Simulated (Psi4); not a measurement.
Relaxed torsion scan: SMILES C#CCCC#C, singlet. Scanned: dihedral C2–C3–C4–C5; all other coordinates were relaxed at GFN2-xTB. Points at φ and −φ are mirror images. Heavy atoms are numbered in the order of the SMILES C#CCCC#C, hydrogens after them in the order of the atoms that carry them; the mirror image has the same energies with the sign of each dihedral reversed.

Levels: PBE/def2-TZVP // GFN2-xTB (Psi4); PBE-D3(BJ)/def2-TZVP // GFN2-xTB (Psi4); PBE0-D3(BJ)/def2-TZVP // GFN2-xTB (Psi4); MP2/cc-pVTZ = Psi4 with DF-MP2 (frozen core)/cc-pVTZ // GFN2-xTB.

Energies relative to the lowest point of each profile, in eV; the last columns give the difference from MP2:

```
φ / °  PBE/def2-TZVP  PBE-D3(BJ)/def2-TZVP  PBE0-D3(BJ)/def2-TZVP  MP2/cc-pVTZ  PBE/def2-TZVP − MP2/cc-pVTZ  PBE-D3(BJ)/def2-TZVP − MP2/cc-pVTZ  PBE0-D3(BJ)/def2-TZVP − MP2/cc-pVTZ
-----  -------------  --------------------  ---------------------  -----------  ---------------------------  ----------------------------------  -----------------------------------
-160           0.034                 0.034                  0.036        0.039                       -0.005                              -0.005                               -0.004
-140           0.105                 0.105                  0.110        0.123                       -0.018                              -0.018                               -0.012
-120           0.146                 0.145                  0.153        0.169                       -0.023                              -0.024                               -0.016
-100           0.118                 0.115                  0.121        0.129                       -0.010                              -0.013                               -0.008
-80            0.065                 0.058                  0.060        0.051                        0.013                               0.007                                0.009
-60            0.058                 0.048                  0.048        0.025                        0.033                               0.023                                0.023
-40            0.126                 0.112                  0.115        0.089                        0.037                               0.023                                0.026
-20            0.223                 0.207                  0.216        0.195                        0.028                               0.012                                0.020
0              0.269                 0.253                  0.264        0.248                        0.021                               0.005                                0.016
20             0.223                 0.207                  0.216        0.195                        0.028                               0.012                                0.020
40             0.126                 0.112                  0.115        0.089                        0.037                               0.023                                0.026
60             0.058                 0.048                  0.048        0.025                        0.033                               0.023                                0.023
80             0.065                 0.058                  0.060        0.051                        0.013                               0.007                                0.009
100            0.118                 0.115                  0.121        0.129                       -0.010                              -0.013                               -0.008
120            0.146                 0.145                  0.153        0.169                       -0.023                              -0.024                               -0.016
140            0.105                 0.105                  0.110        0.123                       -0.018                              -0.018                               -0.012
160            0.034                 0.034                  0.036        0.039                       -0.005                              -0.005                               -0.004
180            0.000                 0.000                  0.000        0.000                        0.000                               0.000                                0.000
```

PBE/def2-TZVP is furthest from MP2/cc-pVTZ at -40 (0.037 eV, above); its mean absolute difference over the points is 0.020 eV.

PBE-D3(BJ)/def2-TZVP is furthest from MP2/cc-pVTZ at -120 (-0.024 eV, below); its mean absolute difference over the points is 0.014 eV.

PBE0-D3(BJ)/def2-TZVP is furthest from MP2/cc-pVTZ at -40 (0.026 eV, above); its mean absolute difference over the points is 0.014 eV.
